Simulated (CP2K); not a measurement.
# SiH4O2 (SMILES O[SiH2]O) at GFN1-xTB

Aim: the vertical ionisation energy of SiH4O2 at GFN1-xTB, from 2 runs. 

The calculation is run with CP2K 2026.2.

3 further runs of the same task are left out: 1 that didn't finish, 2 set aside as unsound or not needed.

## (1) Starting point

SiH4O2: 7 atoms, total charge 0, spin state singlet. SMILES: `O[SiH2]O`. The coordinates come from a PBE0-D4/def2-TZVP relaxation. This is one conformer, not always the lowest.

Bond lengths: O1–Si2 1.642 Å, Si2–O3 1.642 Å, O1–H4 0.958 Å, Si2–H5 1.481 Å, Si2–H6 1.481 Å, O3–H7 0.958 Å. Angles: O1–Si2–O3 113.5°, O1–Si2–H5 111.5°, O1–Si2–H6 103.9°, O3–Si2–H5 103.9°, O3–Si2–H6 111.5°, Si2–O1–H4 117.7°, Si2–O3–H7 117.7°, H5–Si2–H6 112.9°.

## (2) A single-point energy at GFN1-xTB

The input, gas.inp:

```
&GLOBAL
  PROJECT_NAME gas
  RUN_TYPE ENERGY
  PRINT_LEVEL MEDIUM
&END GLOBAL

&FORCE_EVAL
  METHOD QUICKSTEP
  &DFT
    CHARGE 0
    MULTIPLICITY 1
    &QS
      METHOD XTB
      EPS_DEFAULT 1.0E-10
      &XTB
        GFN_TYPE 1
        CHECK_ATOMIC_CHARGES F
      &END XTB
    &END QS
    &POISSON
      PERIODIC NONE
      POISSON_SOLVER ANALYTIC
    &END POISSON
    &SCF
      SCF_GUESS ATOMIC
      EPS_SCF 1.0E-07
      MAX_SCF 100
      ADDED_MOS 2
      &DIAGONALIZATION
        ALGORITHM STANDARD
      &END DIAGONALIZATION
      &MIXING
        METHOD BROYDEN_MIXING
        ALPHA 0.2
        NBUFFER 8
      &END MIXING
    &END SCF
    &PRINT
      &MOMENTS
        PERIODIC F
        REFERENCE COM
        MAX_MOMENT 1
      &END MOMENTS
      &MO ON
        ENERGIES T
        OCCUPATION_NUMBERS T
        NDIGITS 6
        &EACH
          QS_SCF 0
        &END EACH
        ADD_LAST NUMERIC
      &END MO
      &HIRSHFELD OFF
      &END HIRSHFELD
    &END PRINT
  &END DFT
  &SUBSYS
    &CELL
      ABC [angstrom] 12.7 12.7 12.6
      PERIODIC NONE
    &END CELL
    &COORD
      O     -1.385150    -0.243860    -0.354380
      Si     0.051410     0.422210     0.079240
      O      1.274030    -0.668570     0.183160
      H     -1.456660    -0.615580    -1.234790
      H      0.526670     1.393040    -0.933360
      H     -0.229300     1.048860     1.391580
      H      1.219010    -1.336090     0.868560
    &END COORD
    &TOPOLOGY
      &CENTER_COORDINATES
      &END CENTER_COORDINATES
    &END TOPOLOGY
  &END SUBSYS
&END FORCE_EVAL
```

On the command line:

```console
$ OMP_NUM_THREADS=1 cp2k.psmp -i gas.inp -o gas.out
```

Standard output:

```text
CP2K| version string:                                       CP2K version 2026.2
[...]
 GLOBAL| Method name                                                        CP2K
[...]
 GLOBAL| Run type                                                         ENERGY
[...]
                             - Atoms:                                          7
[...]
                             - Spherical basis functions:                     25
[...]
 Number of electrons:                                                         20
[...]
     1 NoMix/Diag. 0.20E+00    0.0     0.74668091       -13.3866202581 -1.34E+01
[...]
    33 Broy./Diag. 0.20E+00    0.0     0.00000006       -13.5672968949  9.33E-08
  *** SCF run converged in    33 steps ***
[...]
 TB_DIPOLE| Moment [Debye]         -0.11855235      -0.97360315      -0.18264737
 TB_DIPOLE| Derivative [a.u.]       0.00000000       0.00000000       0.00000000
[...]
 ENERGY| Total FORCE_EVAL ( QS ) energy [hartree]            -13.567296894884155
[...]
```

Run time: 2.2 s. Hardware: 1 thread of Intel Xeon at 2.50GHz (Skylake/Cascade Lake), shared host; peak memory 0.23 GiB.

## (3) The doublet cation, same level

The input, job.inp:

```
&GLOBAL
  PROJECT job
  RUN_TYPE ENERGY
  PRINT_LEVEL MEDIUM
&END GLOBAL

&FORCE_EVAL
  METHOD QS
  &DFT
    CHARGE 1
    MULTIPLICITY 2
    UNRESTRICTED_KOHN_SHAM T
    ! Quickstep
    &QS
      METHOD XTB
      EPS_DEFAULT 1.0E-10
      &XTB
        GFN_TYPE 1
        CHECK_ATOMIC_CHARGES F
      &END XTB
    &END QS
    &POISSON
      PERIODIC NONE
      POISSON_SOLVER ANALYTIC
    &END POISSON
    &SCF
      SCF_GUESS ATOMIC
      EPS_SCF 1.0E-07
      MAX_SCF 100
      ADDED_MOS 2
      &DIAGONALIZATION
        ALGORITHM STANDARD
      &END DIAGONALIZATION
      &MIXING
        METHOD BROYDEN_MIXING
        ALPHA 0.2
        NBUFFER 8
      &END MIXING
    &END SCF
    &PRINT
      &MOMENTS
        PERIODIC F
        REFERENCE COM
        MAX_MOMENT 1
      &END MOMENTS
      &MO ON
        ENERGIES T
        OCCUPATION_NUMBERS T
        NDIGITS 6
        &EACH
          QS_SCF 0
        &END EACH
        ADD_LAST NUMERIC
      &END MO
      &HIRSHFELD OFF
      &END HIRSHFELD
    &END PRINT
  &END DFT
  ! structure
  &SUBSYS
    ! box in angstrom
    &CELL
      ABC [angstrom] 12.7 12.7 12.6
      PERIODIC NONE
    &END CELL
    &COORD
      O     -1.385150    -0.243860    -0.354380
      Si     0.051410     0.422210     0.079240
      O      1.274030    -0.668570     0.183160
      H     -1.456660    -0.615580    -1.234790
      H      0.526670     1.393040    -0.933360
      H     -0.229300     1.048860     1.391580
      H      1.219010    -1.336090     0.868560
    &END COORD
    &TOPOLOGY
      &CENTER_COORDINATES
      &END CENTER_COORDINATES
    &END TOPOLOGY
  &END SUBSYS
&END FORCE_EVAL
```

On the command line:

```console
$ OMP_NUM_THREADS=1 cp2k.psmp job.inp > job.out
```

Standard output:

```text
CP2K| version string:                                       CP2K version 2026.2
[...]
 GLOBAL| Method name                                                        CP2K
[...]
 GLOBAL| Run type                                                         ENERGY
[...]
                             - Atoms:                                          7
[...]
                             - Spherical basis functions:                     25
[...]
 Number of electrons:                                                         10
[...]
     1 NoMix/Diag. 0.20E+00    0.0     0.78863431       -12.7271756238 -1.27E+01
[...]
    43 Broy./Diag. 0.20E+00    0.0     0.00000010       -13.0070339516  2.99E-07
  *** SCF run converged in    43 steps ***
[...]
 TB_DIPOLE| Moment [Debye]          0.23807315       1.95472865       0.36677129
 TB_DIPOLE| Derivative [a.u.]       0.00000000       0.00000000       0.00000000
[...]
 ENERGY| Total FORCE_EVAL ( QS ) energy [hartree]            -13.007033951602486
[...]
```

Wall time 2.5 s (1 thread of Intel Xeon at 2.50GHz (Skylake/Cascade Lake), shared host); peak memory 0.23 GiB.

## (4) What came out

At GFN1-xTB:

| quantity | value |
| --- | --- |
| singlet SiH4O2: total energy | -13.56730 Eh |
| singlet SiH4O2: dipole moment (from atomic charges alone) | 1.00 D |
| singlet SiH4O2: HOMO energy | -11.87 eV |
| singlet SiH4O2: LUMO energy | -4.18 eV |
| singlet SiH4O2: HOMO–LUMO gap | 7.68 eV |
| singlet SiH4O2: dispersion energy | -3.72 kJ/mol |
| doublet cation: total energy | -13.00703 Eh |
| doublet cation: HOMO energy (highest over α and β) | -18.66 eV |
| doublet cation: LUMO energy (lowest over α and β) | -18.66 eV |
| doublet cation: dispersion energy | -3.72 kJ/mol |
| vertical ionisation energy (to the doublet cation) | 15.246 eV |

**Reading.** The vertical ionisation energy comes to 15.25 eV (1471 kJ/mol). xTB total energies overstate such differences by several eV unless an empirical shift is taken off; none is applied here. The dipole (singlet SiH4O2) comes from point charges on the atoms alone, without atomic dipoles, so it is partial.
